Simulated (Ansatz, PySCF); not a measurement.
F2, SMILES FF. Atoms are numbered in the order given.

```xyz
2

F      0.0000     0.0000    -0.6991
F      0.0000     0.0000     0.6991
```
Charge 0, spin multiplicity 1.

The structure is a stationary point at r2SCAN-D4/def2-TZVPD.

Vertical ionisation energy (IE) and electron affinity (EA) in eV. Rows of orbital energies are one-electron estimates. Where ΔSCF, EOM or ADC give a negative EA the extra electron is unbound and the value depends on the basis.

```tsv
level	IE	EA
−ε(HOMO), −ε(LUMO), CAM-B3LYP/def2-TZVPD (PySCF)	13.44	2.61
−ε(HOMO), −ε(LUMO), B3LYP/def2-TZVPD (PySCF)	11.47	4.30
−ε(HOMO), −ε(LUMO), PBE/def2-TZVPD (PySCF)	9.40	5.59
EOM-CCSD/aug-cc-pVDZ (PySCF)	15.36	-0.21
ADC(3)/aug-cc-pVDZ (PySCF)	…	…
ΔSCF, CAM-B3LYP/def2-TZVPD (Ansatz), final states of multiplicity 2 and 2	16.02	0.65
ΔSCF, PBE/def2-TZVPD (Ansatz), final states of multiplicity 2 and 2	15.31	0.49
```

**Question.** Complete the blanks. (The exact figures need the calculation; the answer reports its results.)

**Answer.** 
- ADC(3)/aug-cc-pVDZ (PySCF), IE: 15.99
- ADC(3)/aug-cc-pVDZ (PySCF), EA: 0.21

**Question.** What vertical singlet–triplet gap does ΔSCF give with CAM-B3LYP/def2-TZVPD (Ansatz, a first-principles code) and with PBE/def2-TZVPD (Ansatz)? (The exact figures need the calculation; the answer reports its results.)

**Answer.** 3.14 and 3.09 eV (triplet above singlet where positive).

Computed lowest 1s main lines (those of the lightest heavy element) from CVS-ADC(2)-x/aug-cc-pVDZ (PySCF, non-relativistic), with pole strengths:
697.5 eV (1.49), 697.5 eV (1.49).

**Question.** Beyond the first one, list the lowest photoelectron lines from ADC(3)/aug-cc-pVDZ in PySCF with their pole strengths (two spins summed). (An estimate is asked for; the answer gives what the named calculation found.)

**Answer.** 19.36 eV (1.62), 19.36 eV (1.62).
